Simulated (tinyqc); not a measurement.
Worked calculation (part 1 of 2): CCD on RHF in the sto-3g basis, frozen core, for H3O+, spin multiplicity 1. Computed by tinyqc, a small Python program that keeps every step (integrals from PySCF). Settings: charge = 1, multiplicity = 1, basis = sto-3g, method = RHF, frozen orbitals = 1, energy threshold = 1e-10, iteration cap = 72, orthogonalisation = symmetric, start = atomic densities, DIIS depth = 6, amplitude equations = CCD, DIIS depth for amplitudes = 0, cap on updates = 74. Command: `OMP_NUM_THREADS=1 python tinyqc.py 29133 29134 out.jsonl` (the two numbers bound the seeds that draw the settings). One thread of a shared host (Intel(R) Xeon(R) Processor @ 2.60GHz), about 0.1 s of CPU time with the checks. The early iterations of the SCF are left out here.

## One-electron integrals

Geometry (angstrom):
```
atom          x          y         z
O      0.000000   0.000000  0.203000
H      0.990000   0.000000  0.000000
H     -0.495000   0.857000  0.000000
H     -0.495000  -0.857000  0.000000
```

Basis sto-3g: exponents (1/bohr^2) and contraction coefficients of normalised primitives:
```
element  l (shell)    exponent  coefficient
O            s (1)  130.709320     0.154329
O            s (1)   23.808861     0.535328
O            s (1)    6.443608     0.444635
O            s (2)    5.033151    -0.099967
O            s (2)    1.169596     0.399513
O            s (2)    0.380389     0.700115
O            p (3)    5.033151     0.155916
O            p (3)    1.169596     0.607684
O            p (3)    0.380389     0.391957
H            s (1)    3.425251     0.154329
H            s (1)    0.623914     0.535328
H            s (1)    0.168855     0.444635
```

Overlap, kinetic and nuclear-attraction integrals over the contracted functions; the nuclear repulsion is the sum of Za Zb / Rab.

nuclear repulsion = 13.49564910 hartree

overlap S:
```
           1O 1s     1O 2s     1O 2px     1O 2py     1O 2pz      2H 1s      3H 1s      4H 1s
1O 1s   1.000000  0.236704   0.000000   0.000000   0.000000   0.047535   0.047570   0.047570
1O 2s   0.236704  1.000000   0.000000   0.000000   0.000000   0.440434   0.440630   0.440630
1O 2px  0.000000  0.000000   1.000000   0.000000   0.000000   0.366699  -0.183461  -0.183461
1O 2py  0.000000  0.000000   0.000000   1.000000   0.000000   0.000000   0.317629  -0.317629
1O 2pz  0.000000  0.000000   0.000000   0.000000   1.000000  -0.075192  -0.075238  -0.075238
2H 1s   0.047535  0.440434   0.366699   0.000000  -0.075192   1.000000   0.187118   0.187118
3H 1s   0.047570  0.440630  -0.183461   0.317629  -0.075238   0.187118   1.000000   0.187273
4H 1s   0.047570  0.440630  -0.183461  -0.317629  -0.075238   0.187118   0.187273   1.000000
```

kinetic energy T (hartree):
```
            1O 1s      1O 2s     1O 2px     1O 2py     1O 2pz      2H 1s      3H 1s      4H 1s
1O 1s   29.003200  -0.168011   0.000000   0.000000   0.000000  -0.005647  -0.005632  -0.005632
1O 2s   -0.168011   0.808128   0.000000   0.000000   0.000000   0.104472   0.104603   0.104603
1O 2px   0.000000   0.000000   2.528731   0.000000   0.000000   0.239847  -0.120068  -0.120068
1O 2py   0.000000   0.000000   0.000000   2.528731   0.000000   0.000000   0.207875  -0.207875
1O 2pz   0.000000   0.000000   0.000000   0.000000   2.528731  -0.049181  -0.049240  -0.049240
2H 1s   -0.005647   0.104472   0.239847   0.000000  -0.049181   0.760032  -0.003242  -0.003242
3H 1s   -0.005632   0.104603  -0.120068   0.207875  -0.049240  -0.003242   0.760032  -0.003220
4H 1s   -0.005632   0.104603  -0.120068  -0.207875  -0.049240  -0.003242  -0.003220   0.760032
```

nuclear attraction V (hartree):
```
             1O 1s       1O 2s      1O 2px      1O 2py      1O 2pz      2H 1s      3H 1s      4H 1s
1O 1s   -62.189659   -7.554990    0.000013    0.000000    0.008397  -1.556996  -1.558164  -1.558164
1O 2s    -7.554990  -10.608314    0.000136    0.000000    0.100512  -3.689650  -3.691662  -3.691662
1O 2px    0.000013    0.000136  -10.583125    0.000000   -0.000029  -2.731979   1.367046   1.367046
1O 2py    0.000000    0.000000    0.000000  -10.583130    0.000000   0.000000  -2.366712   2.366712
1O 2pz    0.008397    0.100512   -0.000029    0.000000  -10.437507   0.587860   0.588289   0.588289
2H 1s    -1.556996   -3.689650   -2.731979    0.000000    0.587860  -5.908473  -1.248694  -1.248694
3H 1s    -1.558164   -3.691662    1.367046   -2.366712    0.588289  -1.248694  -5.909666  -1.249763
4H 1s    -1.558164   -3.691662    1.367046    2.366712    0.588289  -1.248694  -1.249763  -5.909666
```

core Hamiltonian H = T + V (hartree):
```
             1O 1s      1O 2s     1O 2px     1O 2py     1O 2pz      2H 1s      3H 1s      4H 1s
1O 1s   -33.186459  -7.723001   0.000013   0.000000   0.008397  -1.562642  -1.563796  -1.563796
1O 2s    -7.723001  -9.800186   0.000136   0.000000   0.100512  -3.585178  -3.587058  -3.587058
1O 2px    0.000013   0.000136  -8.054393   0.000000  -0.000029  -2.492132   1.246979   1.246979
1O 2py    0.000000   0.000000   0.000000  -8.054399   0.000000   0.000000  -2.158837   2.158837
1O 2pz    0.008397   0.100512  -0.000029   0.000000  -7.908775   0.538679   0.539049   0.539049
2H 1s    -1.562642  -3.585178  -2.492132   0.000000   0.538679  -5.148441  -1.251936  -1.251936
3H 1s    -1.563796  -3.587058   1.246979  -2.158837   0.539049  -1.251936  -5.149634  -1.252983
4H 1s    -1.563796  -3.587058   1.246979   2.158837   0.539049  -1.251936  -1.252983  -5.149634
```

## Two-electron integrals

Functions are numbered as in S; the eight-fold symmetry (ij|kl) = (ji|kl) = (kl|ij) leaves the list below.

Two-electron integrals (ij|kl) in chemists' order, unique and non-zero (hartree):
```
(11|11) 4.785065    (21|11) 0.741380    (21|21) 0.136873    (22|11) 1.118947
(22|21) 0.256633    (22|22) 0.817206    (31|31) 0.024477    (32|31) 0.037809
(32|32) 0.180518    (33|11) 1.115814    (33|21) 0.256684    (33|22) 0.817023
(33|33) 0.880159    (41|41) 0.024477    (42|41) 0.037809    (42|42) 0.180518
(43|43) 0.047444    (44|11) 1.115814    (44|21) 0.256684    (44|22) 0.817023
(44|33) 0.785270    (44|44) 0.880159    (51|51) 0.024477    (52|51) 0.037809
(52|52) 0.180518    (53|53) 0.047444    (54|54) 0.047444    (55|11) 1.115814
(55|21) 0.256684    (55|22) 0.817023    (55|33) 0.785270    (55|44) 0.785270
(55|55) 0.880159    (61|11) 0.151057    (61|21) 0.027653    (61|22) 0.051518
(61|31) 0.001251    (61|32) 0.002341    (61|33) 0.051712    (61|44) 0.051418
(61|51) -0.000256   (61|52) -0.000480   (61|53) -0.000060   (61|55) 0.051431
(61|61) 0.005660    (62|11) 0.367766    (62|21) 0.085406    (62|22) 0.301149
(62|31) 0.006282    (62|32) 0.048002    (62|33) 0.310491    (62|44) 0.296030
(62|51) -0.001288   (62|52) -0.009843   (62|53) -0.002965   (62|55) 0.296638
(62|61) 0.017592    (62|62) 0.137439    (63|11) 0.259571    (63|21) 0.061059
(63|22) 0.229897    (63|31) 0.012868    (63|32) 0.086711    (63|33) 0.250052
(63|44) 0.219467    (63|51) -0.000807   (63|52) -0.007114   (63|53) -0.004227
(63|55) 0.219915    (63|61) 0.013133    (63|62) 0.127446    (63|63) 0.136398
(64|41) 0.008933    (64|42) 0.052015    (64|43) 0.009971    (64|54) -0.002045
(64|64) 0.019579    (65|11) -0.053225   (65|21) -0.012520   (65|22) -0.047141
(65|31) -0.000807   (65|32) -0.007114   (65|33) -0.047184   (65|44) -0.045002
(65|51) 0.009098    (65|52) 0.053474    (65|53) 0.010419    (65|55) -0.049183
(65|61) -0.002693   (65|62) -0.026133   (65|63) -0.023954   (65|65) 0.024490
(66|11) 0.507614    (66|21) 0.119800    (66|22) 0.484443    (66|31) 0.011409
(66|32) 0.120197    (66|33) 0.520662    (66|44) 0.464859    (66|51) -0.002339
(66|52) -0.024646   (66|53) -0.011442   (66|55) 0.467205    (66|61) 0.024897
(66|62) 0.278362    (66|63) 0.294675    (66|65) -0.060423   (66|66) 0.774606
(71|11) 0.151170    (71|21) 0.027674    (71|22) 0.051556    (71|31) -0.000626
(71|32) -0.001172   (71|33) 0.051530    (71|41) 0.001084    (71|42) 0.002028
(71|43) -0.000127   (71|44) 0.051676    (71|51) -0.000257   (71|52) -0.000480
(71|53) 0.000030    (71|54) -0.000052   (71|55) 0.051469    (71|61) 0.005563
(71|62) 0.016969    (71|63) 0.011861    (71|64) 0.000473    (71|65) -0.002600
(71|66) 0.023717    (71|71) 0.005668    (72|11) 0.367967    (72|21) 0.085453
(72|22) 0.301303    (72|31) -0.003143   (72|32) -0.024019   (72|33) 0.299802
(72|41) 0.005442    (72|42) 0.041584    (72|43) -0.006265   (72|44) 0.307030
(72|51) -0.001289   (72|52) -0.009850   (72|53) 0.001484    (72|54) -0.002569
(72|55) 0.296791    (72|61) 0.016966    (72|62) 0.108616    (72|63) 0.076849
(72|64) 0.012018    (72|65) -0.020028   (72|66) 0.177546    (72|71) 0.017614
(72|72) 0.137570    (73|11) -0.129880   (73|21) -0.030552   (73|22) -0.115029
(73|31) 0.009924    (73|32) 0.060728    (73|33) -0.121122   (73|41) -0.001705
(73|42) -0.015032   (73|43) 0.010945    (73|44) -0.113803   (73|51) 0.000404
(73|52) 0.003561    (73|53) -0.002592   (73|54) 0.000946    (73|55) -0.110035
(73|61) -0.005521   (73|62) -0.028022   (73|63) -0.005481   (73|64) -0.002418
(73|65) 0.005030    (73|66) -0.033505   (73|71) -0.006576   (73|72) -0.063795
(73|73) 0.048843    (74|11) 0.224864    (74|21) 0.052895    (74|22) 0.199152
(74|31) -0.001705   (74|32) -0.015032   (74|33) 0.192423    (74|41) 0.011891
(74|42) 0.078070    (74|43) -0.008982   (74|44) 0.214306    (74|51) -0.000699
(74|52) -0.006165   (74|53) 0.000946    (74|54) -0.003684   (74|55) 0.190504
(74|61) 0.010503    (74|62) 0.072547    (74|63) 0.050852    (74|64) 0.022491
(74|65) -0.013138   (74|66) 0.119855    (74|71) 0.011385    (74|72) 0.110450
(74|73) -0.050630   (74|74) 0.107256    (75|11) -0.053264   (75|21) -0.012529
(75|22) -0.047174   (75|31) 0.000404    (75|32) 0.003561    (75|33) -0.045580
(75|41) -0.000699   (75|42) -0.006165   (75|43) 0.000946    (75|44) -0.046671
(75|51) 0.009104    (75|52) 0.053506    (75|53) -0.005214   (75|54) 0.009026
(75|55) -0.049218   (75|61) -0.002600   (75|62) -0.020031   (75|63) -0.013897
(75|64) -0.002215   (75|65) 0.018497    (75|66) -0.035715   (75|71) -0.002697
(75|72) -0.026163   (75|73) 0.011993    (75|74) -0.020763   (75|75) 0.024518
(76|11) 0.119352    (76|21) 0.027931    (76|22) 0.105751    (76|31) 0.000832
(76|32) 0.007380    (76|33) 0.106276    (76|41) 0.001440    (76|42) 0.012780
(76|43) 0.000387    (76|44) 0.106721    (76|51) -0.000682   (76|52) -0.006054
(76|53) -0.000691   (76|54) -0.001196   (76|55) 0.104144    (76|61) 0.005674
(76|62) 0.046422    (76|63) 0.040126    (76|64) 0.004788    (76|65) -0.009929
(76|66) 0.094532    (76|71) 0.005678    (76|72) 0.046441    (76|73) -0.015925
(76|74) 0.037152    (76|75) -0.009935   (76|76) 0.019000    (77|11) 0.507750
(77|21) 0.119832    (77|22) 0.484550    (77|31) -0.005709   (77|32) -0.060134
(77|33) 0.478924    (77|41) 0.009884    (77|42) 0.104110    (77|43) -0.024175
(77|44) 0.506814    (77|51) -0.002341   (77|52) -0.024661   (77|53) 0.005726
(77|54) -0.009914   (77|55) 0.467309    (77|61) 0.023706    (77|62) 0.177492
(77|63) 0.120526    (77|64) 0.030923    (77|65) -0.035701   (77|66) 0.305714
(77|71) 0.024922    (77|72) 0.278520    (77|73) -0.147449   (77|74) 0.255281
(77|75) -0.060469   (77|76) 0.094532    (77|77) 0.774606    (81|11) 0.151170
(81|21) 0.027674    (81|22) 0.051556    (81|31) -0.000626   (81|32) -0.001172
(81|33) 0.051530    (81|41) -0.001084   (81|42) -0.002028   (81|43) 0.000127
(81|44) 0.051676    (81|51) -0.000257   (81|52) -0.000480   (81|53) 0.000030
(81|54) 0.000052    (81|55) 0.051469    (81|61) 0.005563    (81|62) 0.016969
(81|63) 0.011861    (81|64) -0.000473   (81|65) -0.002600   (81|66) 0.023717
(81|71) 0.005567    (81|72) 0.016978    (81|73) -0.006344   (81|74) 0.010038
(81|75) -0.002602   (81|76) 0.005513    (81|77) 0.023724    (81|81) 0.005668
(82|11) 0.367967    (82|21) 0.085453    (82|22) 0.301303    (82|31) -0.003143
(82|32) -0.024019   (82|33) 0.299802    (82|41) -0.005442   (82|42) -0.041584
(82|43) 0.006265    (82|44) 0.307030    (82|51) -0.001289   (82|52) -0.009850
(82|53) 0.001484    (82|54) 0.002569    (82|55) 0.296791    (82|61) 0.016966
(82|62) 0.108616    (82|63) 0.076849    (82|64) -0.012018   (82|65) -0.020028
(82|66) 0.177546    (82|71) 0.016978    (82|72) 0.108677    (82|73) -0.048873
(82|74) 0.060561    (82|75) -0.020043   (82|76) 0.037655    (82|77) 0.177597
(82|81) 0.017614    (82|82) 0.137570    (83|11) -0.129880   (83|21) -0.030552
(83|22) -0.115029   (83|31) 0.009924    (83|32) 0.060728    (83|33) -0.121122
(83|41) 0.001705    (83|42) 0.015032    (83|43) -0.010945   (83|44) -0.113803
(83|51) 0.000404    (83|52) 0.003561    (83|53) -0.002592   (83|54) -0.000946
(83|55) -0.110035   (83|61) -0.005521   (83|62) -0.028022   (83|63) -0.005481
(83|64) 0.002418    (83|65) 0.005030    (83|66) -0.033505   (83|71) -0.006344
(83|72) -0.048873   (83|73) 0.036511    (83|74) -0.026654   (83|75) 0.008875
(83|76) -0.012631   (83|77) -0.087121   (83|81) -0.006576   (83|82) -0.063795
(83|83) 0.048843    (84|11) -0.224864   (84|21) -0.052895   (84|22) -0.199152
(84|31) 0.001705    (84|32) 0.015032    (84|33) -0.192423   (84|41) 0.011891
(84|42) 0.078070    (84|43) -0.008982   (84|44) -0.214306   (84|51) 0.000699
(84|52) 0.006165    (84|53) -0.000946   (84|54) -0.003684   (84|55) -0.190504
(84|61) -0.010503   (84|62) -0.072547   (84|63) -0.050852   (84|64) 0.022491
(84|65) 0.013138    (84|66) -0.119855   (84|71) -0.010038   (84|72) -0.060561
(84|73) 0.026654    (84|74) -0.019453   (84|75) 0.010931    (84|76) -0.021866
(84|77) -0.088941   (84|81) -0.011385   (84|82) -0.110450   (84|83) 0.050630
(84|84) 0.107256    (85|11) -0.053264   (85|21) -0.012529   (85|22) -0.047174
(85|31) 0.000404    (85|32) 0.003561    (85|33) -0.045580   (85|41) 0.000699
(85|42) 0.006165    (85|43) -0.000946   (85|44) -0.046671   (85|51) 0.009104
(85|52) 0.053506    (85|53) -0.005214   (85|54) -0.009026   (85|55) -0.049218
(85|61) -0.002600   (85|62) -0.020031   (85|63) -0.013897   (85|64) 0.002215
(85|65) 0.018497    (85|66) -0.035715   (85|71) -0.002602   (85|72) -0.020043
(85|73) 0.008875    (85|74) -0.010931   (85|75) 0.018510    (85|76) -0.007797
(85|77) -0.035728   (85|81) -0.002697   (85|82) -0.026163   (85|83) 0.011993
(85|84) 0.020763    (85|85) 0.024518    (86|11) 0.119352    (86|21) 0.027931
(86|22) 0.105751    (86|31) 0.000832    (86|32) 0.007380    (86|33) 0.106276
(86|41) -0.001440   (86|42) -0.012780   (86|43) -0.000387   (86|44) 0.106721
(86|51) -0.000682   (86|52) -0.006054   (86|53) -0.000691   (86|54) 0.001196
(86|55) 0.104144    (86|61) 0.005674    (86|62) 0.046422    (86|63) 0.040126
(86|64) -0.004788   (86|65) -0.009929   (86|66) 0.094532    (86|71) 0.005513
(86|72) 0.037655    (86|73) -0.012631   (86|74) 0.021866    (86|75) -0.007797
(86|76) 0.015594    (86|77) 0.062803    (86|81) 0.005678    (86|82) 0.046441
(86|83) -0.015925   (86|84) -0.037152   (86|85) -0.009935   (86|86) 0.019000
(87|11) 0.119452    (87|21) 0.027954    (87|22) 0.105840    (87|31) -0.001665
(87|32) -0.014776   (87|33) 0.107037    (87|44) 0.106139    (87|51) -0.000683
(87|52) -0.006060   (87|53) 0.001383    (87|55) 0.104231    (87|61) 0.005513
(87|62) 0.037666    (87|63) 0.025262    (87|65) -0.007798   (87|66) 0.062841
(87|71) 0.005683    (87|72) 0.046484    (87|73) -0.024248   (87|74) 0.032390
(87|75) -0.009944   (87|76) 0.015606    (87|77) 0.094625    (87|81) 0.005683
(87|82) 0.046484    (87|83) -0.024248   (87|84) -0.032390   (87|85) -0.009944
(87|86) 0.015606    (87|87) 0.019034    (88|11) 0.507750    (88|21) 0.119832
(88|22) 0.484550    (88|31) -0.005709   (88|32) -0.060134   (88|33) 0.478924
(88|41) -0.009884   (88|42) -0.104110   (88|43) 0.024175    (88|44) 0.506814
(88|51) -0.002341   (88|52) -0.024661   (88|53) 0.005726    (88|54) 0.009914
(88|55) 0.467309    (88|61) 0.023706    (88|62) 0.177492    (88|63) 0.120526
(88|64) -0.030923   (88|65) -0.035701   (88|66) 0.305714    (88|71) 0.023724
(88|72) 0.177597    (88|73) -0.087121   (88|74) 0.088941    (88|75) -0.035728
(88|76) 0.062803    (88|77) 0.305806    (88|81) 0.024922    (88|82) 0.278520
(88|83) -0.147449   (88|84) -0.255281   (88|85) -0.060469   (88|86) 0.094532
(88|87) 0.094625    (88|88) 0.774606
```

## Orthogonalisation

S = U s U^T; symmetric (Loewdin) form X = U s^(-1/2) U^T, so that X^T S X = 1.

eigenvalues of S: 0.361935  0.447512  0.447629  0.954099  1.031631  1.365215  1.365306  2.026673

X:
```
            1O 1s      1O 2s     1O 2px     1O 2py     1O 2pz      2H 1s      3H 1s      4H 1s
1O 1s    1.024860  -0.148302   0.000007   0.000000   0.004262   0.019728   0.019735   0.019735
1O 2s   -0.148302   1.286929  -0.000102   0.000000  -0.044286  -0.251856  -0.252046  -0.252046
1O 2px   0.000007  -0.000102   1.110128   0.000000   0.000020  -0.255269   0.127719   0.127719
1O 2py   0.000000   0.000000   0.000000   1.110153   0.000000   0.000000  -0.221165   0.221165
1O 2pz   0.004262  -0.044286   0.000020   0.000000   1.007401   0.042233   0.042274   0.042274
2H 1s    0.019728  -0.251856  -0.255269   0.000000   0.042233   1.178103  -0.062207  -0.062207
3H 1s    0.019735  -0.252046   0.127719  -0.221165   0.042274  -0.062207   1.178288  -0.062263
4H 1s    0.019735  -0.252046   0.127719   0.221165   0.042274  -0.062207  -0.062263   1.178288
```
